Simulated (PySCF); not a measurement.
## trichlorofluoromethane: calculation against experiment

**Experimental background.**

NIST CCCBDB Release 22 (SRD 101), experimental dipoles lists, for the gas: dipole moment (microwave Stark effect, vibrational ground state) 0.46 ± 0.02 D.

The results are set against them at the end.

Species: trichlorofluoromethane, CCl₃F.
Numbering: `[F:1][C:2]([Cl:3])([Cl:4])[Cl:5]`

Geometry (GFN2-xTB, Å), atoms numbered from 1 in this order:
```xyz
5
CCl3F angstrom
F      0.0603   -0.1410    1.3961
C      0.0046   -0.0063    0.0667
Cl    -0.4579    1.6606   -0.3126
Cl     1.6028   -0.3706   -0.6039
Cl    -1.2011   -1.1397   -0.5634
```

The PySCF runs (gas phase, on this GFN2-xTB geometry; no spin–orbit coupling):

| level | job | basis functions | wall time |
| --- | --- | --- | --- |
| PBE0/pcSseg-1 | shieldings, charges and field gradients | 106 | 8.8 s |

Hardware: one thread, x86-64 server, no GPU (shared host).

Results beside the measurements:

**Dipole moment.** Measured: 0.46 D (NIST CCCBDB Release 22 (SRD 101), experimental dipoles).

```
        level  computed (D)  computed − measured (D)  % (from the printed values)
PBE0/pcSseg-1          0.41                    -0.05                          -11
```

The computed dipoles belong to one fixed geometry; measured ones are averaged over vibrations unless marked μe. Magnitudes are compared, not signs.

The geometry is computed, not the measured one. Where a level misses, the cause wasn't examined.
